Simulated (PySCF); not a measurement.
Ligands exchanged one at a time, Si F-C2H5. All species are isolated molecules in the gas phase. One relaxed conformer stands for each flexible species; it need not be the lowest. Strings in code marks are SMILES.

Quantity: redistribution energy (mixed species minus the weighted end members), in kJ/mol.

Level 1: PBE-D3(BJ)/def2-TZVP // PBE-D3(BJ)/def2-SVP (PySCF)
Level 2: B3LYP/6-311+G** // PBE-D3(BJ)/def2-SVP (PySCF)
Level 3: B3LYP/6-31G* // PBE-D3(BJ)/def2-SVP (PySCF)
Level 4: PBE/6-31G* // PBE-D3(BJ)/def2-SVP (PySCF)

```csv
species,level 2,level 3,level 4
1 of 4 F replaced by C2H5: `CC[Si](F)(F)F`,-33.68,-33.32,-32.03
"2 of 4 F replaced by C2H5: `C([Si](F)(CC)F)C` (C–C–Si–F torsion 65°, F–Si–C–C torsion -180°)",-34.33,-36.48,-34.58
3 of 4 F replaced by C2H5: `CC[Si](F)(CC)CC`,-20.26,-23.50,-21.52
```

Question: What does level 1 give for each, and how far do the other levels lie from it on average?

Answer: 
- 1 of 4 F replaced by C2H5: `CC[Si](F)(F)F`: -21.00
- 2 of 4 F replaced by C2H5: `C([Si](F)(CC)F)C` (C–C–Si–F torsion 65°, F–Si–C–C torsion -180°): -18.20
- 3 of 4 F replaced by C2H5: `CC[Si](F)(CC)CC`: -7.89
Mean absolute difference from level 1, which has limits of its own, over these rows (drawn at random from the members that have all these levels): level 2 13.73 kJ/mol, level 3 15.40 kJ/mol, level 4 13.68 kJ/mol.
